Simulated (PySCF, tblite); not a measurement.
## hydrogen cyanide and formaldehyde

A gas-phase complex of hydrogen cyanide and formaldehyde; neutral, singlet. The structure comes from a short search (6 tight-binding starts) and was relaxed by PBE0-D3(BJ)/def2-TZVPD; another way of binding may lie lower. No frequency run checks that it is a minimum.

Parts: 1 = hydrogen cyanide (C#N), atoms 1–3; 2 = formaldehyde (C=O), atoms 4–7.

```xyz
7

C     0.097    0.049    0.114
N     1.216    0.181    0.323
H    -0.957   -0.064   -0.086
C    -3.474    1.061   -0.933
O    -2.940    0.052   -0.566
H    -2.918    2.012   -1.037
H    -4.550    1.087   -1.185
```
Atom numbers follow the order of the file, from 1.

```
contact  kind (by geometry)  distance (Å)  angle (°)
H3···O5   C–H hydrogen bond         2.043        170
```

Interaction energies are complex less parts, with the parts frozen as they stand in it; counterpoise-corrected, in kcal/mol (PySCF). The CCSD(T) estimate is Hartree-Fock/aug-cc-pVQZ, plus the MP2 correlation part extrapolated as X⁻³ from aug-cc-pVTZ and aug-cc-pVQZ, plus CCSD(T) less MP2 in aug-cc-pVDZ; noble-gas cores are frozen. It isn't the exact limit.

(1) How strongly do the parts interact, level by level?

(2) What holds them together? Decompose the wB97M-D3(BJ)/def2-TZVPD energy: frozen parts, their antisymmetrised product, then relaxation.

The parts were also relaxed and run alone, at the levels used for the complex: shieldings by PBE0/pcSseg-2; core levels by delta-SCF with SCAN, pcX-2 on the ionised atom and pcseg-1 elsewhere, spin-free X2C.

Values alone: C1–H3 bond (Å): 1.069; shielding of H3 (ppm): 29.01; shielding of O5 (ppm): -447.1; shielding of C1 (ppm): 71.5; C1 1s core level (eV): 293.41; N2 1s core level (eV): 406.64; O5 1s core level (eV): 539.29.

(3) How do these values change when the complex forms?

## Answers

(1) 
```
                         level  interaction  superposition error removed
      Hartree-Fock/aug-cc-pVQZ        -4.15                            -
       wB97M-D3(BJ)/def2-TZVPD        -4.79                        -0.06
        PBE0-D3(BJ)/def2-TZVPD        -5.04                        -0.05
               MP2/aug-cc-pVQZ        -4.52                        -0.24
CCSD(T), estimated basis limit        -4.57                            -
```

(2) electrostatic -7.1, Pauli repulsion +5.7, orbital relaxation -2.7, dispersion correction -0.8 kcal/mol, which sum to the value before the counterpoise correction; the Pauli term holds the exchange-correlation of the frozen density too. Of the attraction, 67 % is electrostatic, 26 % is orbital relaxation, 7 % is dispersion correction.

(3) 
| property | alone | in the complex | change |
| --- | --- | --- | --- |
| C1–H3 bond (Å) | 1.069 | 1.079 | +0.010 |
| shielding of H3 (ppm) | 29.01 | 26.38 | -2.63 |
| shielding of O5 (ppm) | -447.1 | -410.0 | +37.1 |
| shielding of C1 (ppm) | 71.5 | 67.0 | -4.5 |
| C1 1s core level (eV) | 293.41 | 292.58 | -0.84 |
| N2 1s core level (eV) | 406.64 | 405.90 | -0.74 |
| O5 1s core level (eV) | 539.29 | 539.98 | +0.70 |

The core-hole states of C1, N2, O5 are spin-contaminated (⟨S²⟩ 0.83, 0.83, 0.84 against 0.75 for a pure doublet), so those values and differences from them are less sure.
